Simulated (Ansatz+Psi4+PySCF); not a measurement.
## doublet B₂N: levels of theory in one basis

```xyz
3

B     0.0000    0.0000   -1.3360
N     0.0000    0.0000    0.0000
B     0.0000    0.0000    1.3040
```

Basis set: cc-pVTZ (spherical functions). Left uncorrelated: 3 orbitals. Correlation on ROHF uses semicanonical orbitals with singles. Charge 0, multiplicity 2.

Computed with Ansatz (development build ahead of 0.2.0); each method stands on the lowest determinant of its kind that the runs found.

```json
{"method": "ROHF", "E − E(ROHF) (eV)": "0.00", "<S²> of the determinant": "0.75"}
{"method": "UHF", "E − E(ROHF) (eV)": "-0.08", "<S²> of the determinant": "0.83"}
{"method": "ROHF-MP2", "E − E(ROHF) (eV)": "-8.76", "<S²> of the determinant": "–"}
{"method": "UHF-MP2", "E − E(ROHF) (eV)": "-8.74", "<S²> of the determinant": "0.83"}
{"method": "ROHF-CCSD", "E − E(ROHF) (eV)": "-9.27", "<S²> of the determinant": "–"}
{"method": "UHF-CCSD", "E − E(ROHF) (eV)": "-9.27", "<S²> of the determinant": "0.83"}
{"method": "ROHF-CCSD(T)", "E − E(ROHF) (eV)": "-9.85", "<S²> of the determinant": "–"}
{"method": "UHF-CCSD(T)", "E − E(ROHF) (eV)": "-9.83", "<S²> of the determinant": "0.83"}
```

Question: Is a single determinant a sound starting point here?

Answer: It is doubtful. Unrestricted orbitals gain 0.08 eV with <S²> 0.83 against 0.75 for a pure state, but the cluster amplitudes or the share of triples are large.

Caution for ROHF, ROHF-MP2, ROHF-CCSD, ROHF-CCSD(T): the determinant may break the point group. Caution for UHF, UHF-MP2, UHF-CCSD, UHF-CCSD(T): the determinant breaks the point group. Caution for ROHF-MP2, UHF-MP2, ROHF-CCSD, UHF-CCSD, ROHF-CCSD(T), UHF-CCSD(T): large amplitudes, a single reference is doubtful. Caution for ROHF-MP2, UHF-MP2, ROHF-CCSD(T), UHF-CCSD(T): another reference gives a lower total.
